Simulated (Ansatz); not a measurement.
**Dissociation curves of SiH2O2 (SMILES O[Si]O)**

SiH2O2 has 5 atoms, charge 0, and is taken as a singlet. As SMILES, `O[Si]O`. The shape is that of a PBE0-D4/def2-TZVP optimisation. This is one conformer, not always the lowest.

| atom | x (Å) | y (Å) | z (Å) |
| --- | --- | --- | --- |
| O | -1.4432 | -0.1056 | -0.2750 |
| Si | -0.2120 | -0.7913 | 0.5677 |
| O | 1.0360 | 0.1875 | 0.0686 |
| H | -1.2319 | 0.6489 | -0.8361 |
| H | 1.9011 | -0.0131 | 0.4334 |

The Si2–O3 distance is scanned; the parts on either side stay rigid. Basis STO-3G, 7 core orbitals frozen in the correlated methods; program Ansatz 0.2.0. FCI is exact within this basis and core. Energies in eV from each method's value at 1.663 Å; methods without a U are spin-restricted. The shape above is that at 1.663 Å.

```csv
distance (Å),PBE,r2SCAN,B3LYP,wB97M-V,MP2,CCSD(T),CCSDTQ,FCI
1.663,0.00,0.00,0.00,0.00,0.00,0.00,0.00,0.00
2.078,1.15,1.33,1.37,1.59,1.68,1.48,1.44,1.44
2.494,3.18,3.47,3.58,4.04,4.01,3.41,3.39,3.39
3.325,5.67,6.05,6.28,7.18,5.98,4.06,4.60,4.60
4.157,6.38,6.78,7.10,8.36,5.24,3.68,4.67,4.67
```

Departure from the FCI curve at its largest: PBE +1.70 eV at 4.16 Å; r2SCAN +2.11 eV at 4.16 Å; B3LYP +2.43 eV at 4.16 Å; wB97M-V +3.68 eV at 4.16 Å; MP2 +1.38 eV at 3.33 Å; CCSD(T) -0.99 eV at 4.16 Å; CCSDTQ within 0.005 eV. The curves of MP2, CCSD(T) turn over, which the reference doesn't. Restricted functionals keep the electrons paired too, and rise too high.
